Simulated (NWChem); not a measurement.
System: nitrous oxide (N$_{2}$O); SMILES N#[N+][O-]

Input file for NWChem:

```
start job
memory heap 200 mb stack 900 mb global 1100 mb
geometry units angstroms noautoz
  N     -1.211038    -0.021966     0.019379
  N     -0.065419    -0.001185     0.001047
  O      1.121654     0.020344    -0.017948
end
basis spherical
  * library 6-31g*
end
dft
  xc rpbe cpbe96
  iterations 150
  mulliken
end
task dft energy
```

Coordinates come from a PBE-D3(BJ)/def2-SVP optimisation.

Problem. Give the results of this calculation. (RPBE/6-31G* (spherical d).) Quantities: energy (Ha); highest occupied level (eV); orbital gap (eV); dipole (D).

Solution. 
```yaml
energy (Ha): -184.68
highest occupied level (eV): -7.95
orbital gap (eV): 6.73
dipole (D): 0.24
```
